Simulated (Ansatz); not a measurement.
**AlF₂ radical (SMILES [F][Al][F]): single points off equilibrium**

The task here is to estimate one member of a computed series from the others.

Program: Ansatz 0.2.0, Gaussian basis. Level of theory: single points in def2-TZVPP. These are calculated values, not measurements.

Cores are frozen in the correlated methods. Orbitals are unrestricted.

## The starting structure

SMILES `[F][Al][F]`, 3 atoms, charge 0, spin multiplicity 2.

Atoms are counted from 1 here; the program's logs count them from 0.

Bond lengths: F1–Al2 1.593 Å, Al2–F3 1.684 Å. Angles: F1–Al2–F3 129.5°.

Coordinates:

```
F     0.55710   -1.40010    0.11170
Al    0.32340    0.17330    0.20230
F    -0.98070    1.09410   -0.33270
```

The first run:

Contents of run/in.yaml:

```yaml
crystal:
  periodic: [false, false, false]
  atoms:
    - {symbol: F, position_ang: [0.557100, -1.400100, 0.111700]}
    - {symbol: Al, position_ang: [0.323400, 0.173300, 0.202300]}
    - {symbol: F, position_ang: [-0.980700, 1.094100, -0.332700]}
basis:
  gaussian: {orbitals: def2-TZVPP}
magnetization: {spin_polarized: true, initial_magnetization: 1}
correlation: {method: ccsd_t}
scf: {omitted_lower_state_checks: [cluster_reference]}
output: {forces: true}
```

No record of the launch command was kept for these runs.

Steps of the session up to this table: CCSD(T)/def2-TZVPP; PBE0-D4/def2-TZVPP; wB97M-V/def2-TZVPP; r2SCAN-D4/def2-TZVPP; PBE-D4/def2-TZVPP; BHLYP-D4/def2-TZVPP; CAM-B3LYP-D4/def2-TZVPP.

One table of the session follows, with a row left open; its other results are not shown here.

| method | RMS force component (eV/Å) | angle to CCSD(T) forces (°) | dipole (D) |
| --- | --- | --- | --- |
| CCSD(T) | 1.113 | reference | 1.11 |
| PBE0-D4 | 1.065 | 1.6 | 1.21 |
| wB97M-V | 1.102 | 3.7 | 1.35 |
| r2SCAN-D4 | 1.088 | 0.7 | 1.15 |
| PBE-D4 | 1.186 | 12.3 | 1.15 |
| BHLYP-D4 | ? | ? | ? |
| CAM-B3LYP-D4 | 1.062 | 2.5 | 1.29 |

Q: Estimate the row for BHLYP-D4 from the others.

**Answer.** RMS force component (eV/Å): 1.026; angle to CCSD(T) forces (°): 12.0; dipole (D): 1.33. In the column «RMS force component (eV/Å)» it is the lowest.
